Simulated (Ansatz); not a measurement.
C3H4FN can be A, `CC1(F)C=N1`, or B, `C=NC(=C)F`.

Program: Ansatz. Geometries: PBE0-D4/def2-TZVP. ΔE: electronic, gas phase. CCSD(T)/CBS is the MP2 limit (def2-TZVPP, def2-QZVPP) plus CCSD(T) − MP2 in def2-TZVPP, frozen cores. DFT in def2-TZVPP. One conformer a species, not always the lowest.

Which isomer does CCSD(T)/CBS put lower? Give the gap. (Estimate.)

The calculation gave: B, by 13.6 kcal/mol.

Give E(B) − E(A) in kcal/mol with CCSD(T)/def2-TZVPP, PBE-D4, HF/def2-TZVPP, B2PLYP, PBE0-D4, MP2/def2-TZVPP, BLYP-D4. (An estimate is asked.)

The calculation gave: CCSD(T)/def2-TZVPP -13.9, PBE-D4 -14.4, HF/def2-TZVPP -17.3, B2PLYP -15.6, PBE0-D4 -12.8, MP2/def2-TZVPP -10.7, BLYP-D4 -19.6. None reverses the order clearly.

Does the order hold for the free energy at 298.15 K (harmonic terms from PBE0-D4)? (An estimate is asked.)

Computed: Yes: G(B) − G(A) = -13.4 kcal/mol, for one conformer each.

Largest T1 diagnostic: 0.013.

From r2SCAN to r2SCAN0 (25 % exact exchange), in def2-TZVPP and without D4, E(B) − E(A) moves by +1.5 kcal/mol. In def2-TZVPP, CCSD(T) changes the Hartree–Fock value by +3.3 kcal/mol (the triples alone add −0.3 kcal/mol) and MP2 by +6.6 kcal/mol.
